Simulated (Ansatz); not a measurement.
# Ladder of methods for the bulk modulus of rock-salt NbC

Reference value: 281 ± 6 GPa (measured, room temperature, no zero-point or thermal correction; as tabulated in High-pressure structural stability of NbC, High Pressure Research 37, 244 …).

```csv
level (code),value (GPa),cell (Å³/atom),difference (%)
LDA (Ansatz),333,10.85,+18.5
PBE (Ansatz),300,11.28,+6.8
rVV10 (Ansatz),286,11.51,+1.8
LC-ωPBE (Ansatz),368,10.81,+31
Hartree–Fock (Ansatz),346,11.31,+23
```

The reference is not for a static lattice or low temperature, so close values are not ranked against it. Off by more than 20 %, or 28 % on the side where a correction would as a rule narrow the miss (bounds picked here): LC-ωPBE (+31 %).

The measured value isn't corrected to a static lattice, so vibrations enter the comparison. A static lattice is as a rule stiffer than a warm one, by over a tenth in soft solids.  LC-ωPBE, Hartree–Fock: the run has no spin polarisation, so it can have missed a magnetic state. Each level is taken at its own relaxed cell. Cutoffs and k meshes differ between the levels. Ansatz's density-functional and Hartree–Fock values are scalar-relativistic unless marked +SOC, with PAW data made under PBE.

Differences are worked out from the printed values.

Ansatz is a program for electronic structure.
